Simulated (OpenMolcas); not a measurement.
**Potential curves of Na₂⁻: spin-free states**

Calculated with OpenMolcas 26.06: state-averaged CASSCF(3,8) over Na 3s 3p, Na 3s 3p, XMS-CASPT2 (IPEA 0.25, imaginary shift 0.2 hartree), scalar X2C, ANO-RCC-VTZP, then RASSI spin–orbit state interaction with atomic mean-field integrals. C2 symmetry about the axis (a holds Σ, Δ, Γ; b holds Π, Φ, H; Σ⁺ and Σ⁻ are not told apart); roots by multiplicity and irrep: 2a 4, 2b 8, 4b 4, 4a 2.

XMS-CASPT2 energies in eV from the lowest point. Curves are followed by energy order within each symmetry, so they are adiabatic and may change character at avoided crossings and where g and u states cross; Σ⁺ and Σ⁻ are counted together.

| R (Å) | (1)2Σ | (2)2Σ | (1)2Π | (1)4Π | (1)4Σ | (2)4Π | (2)4Σ |
| --- | --- | --- | --- | --- | --- | --- | --- |
| 3.232 | 0.013 | 0.902 | 0.813 | 1.209 | 1.604 | 2.258 | 1.973 |
| 3.392 | 0.000 | 0.848 | 0.841 | 1.178 | 1.512 | 2.192 | 2.014 |
| 3.552 | 0.002 | 0.810 | 0.868 | 1.162 | 1.440 | 2.142 | 2.067 |
| 3.730 | 0.016 | 0.781 | 0.915 | 1.153 | 1.381 | 2.098 | 2.137 |
| 3.907 | 0.039 | 0.762 | 0.966 | 1.155 | 1.336 | 2.064 | 2.213 |
| 4.156 | 0.081 | 0.746 | 1.038 | 1.168 | 1.296 | 2.025 | 2.326 |
| 4.476 | 0.144 | 0.735 | 1.130 | 1.197 | 1.268 | 1.985 | 2.473 |
| 4.973 | 0.238 | 0.729 | 1.256 | 1.254 | 1.255 | 1.933 | 2.686 |

Left out for impure symmetry, kinks or missing points, though low: (2)2Π, (3)2Σ, (3)2Π, (4)2Π, (4)2Σ. g and u states are not told apart. Only roots inside an energy window near the equilibrium distance were included, so the list of states is not complete; labels number the states computed. Each spin and symmetry block has orbitals of its own, averaged over its own roots, so gaps between blocks are less sure than gaps within one and near the minimum can be off by tenths of an eV, in bad cases by more. No Rydberg orbitals are active, so Rydberg states, and σ→σ* states whose orbital the CASSCF left unused, can be missing between those listed. For an anion, states above the electron-detachment threshold (often below 1 to 3 eV) are held by the basis set and are not bound levels. Points that failed a check (symmetry, reference weights, a jump) are left out.
